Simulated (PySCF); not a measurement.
C2H6OS, SMILES CS(C)=O. Atoms are numbered in the order given.

```xyz
10

C     -0.1845     0.8011    -1.3551
S      0.4472    -0.2296     0.0000
C     -0.1845     0.8011     1.3551
O     -0.3871    -1.4768     0.0000
H      0.0510     0.2625    -2.2828
H      0.3021     1.7872    -1.3570
H     -1.2753     0.8875    -1.2458
H     -1.2753     0.8875     1.2458
H      0.0510     0.2625     2.2828
H      0.3021     1.7872     1.3570
```
Charge 0, spin multiplicity 1.

Geometry: PBE0-D3(BJ)/def2-SVP.

Method: PySCF with CAM-B3LYP/def2-TZVP.

ESP charges are fitted to the potential on shells at 1.4 to 2.0 van der Waals radii. Atomic charges (e):

| atom | Mulliken | ESP fit |
|---|---|---|
| C1 | -0.38 | -0.68 |
| S2 | 0.49 | 0.37 |
| C3 | -0.38 | -0.68 |
| O4 | -0.57 | -0.45 |
| H5 | 0.15 | 0.25 |
| H6 | 0.13 | 0.23 |
| H7 | 0.14 | 0.25 |
| H8 | 0.14 | 0.25 |
| H9 | 0.15 | 0.25 |
| H10 | 0.13 | 0.23 |

Computed Mayer and Wiberg (Löwdin basis) orders of the bonds:
```
bond    Mayer  Wiberg
------  -----  ------
C1–S2    0.96    1.28
S2–C3    0.96    1.28
S2–O4    1.64    2.29
C1–H5    0.96    0.93
C1–H6    0.94    0.93
C1–H7    0.96    0.93
C3–H8    0.96    0.93
C3–H9    0.96    0.93
C3–H10   0.94    0.93
```
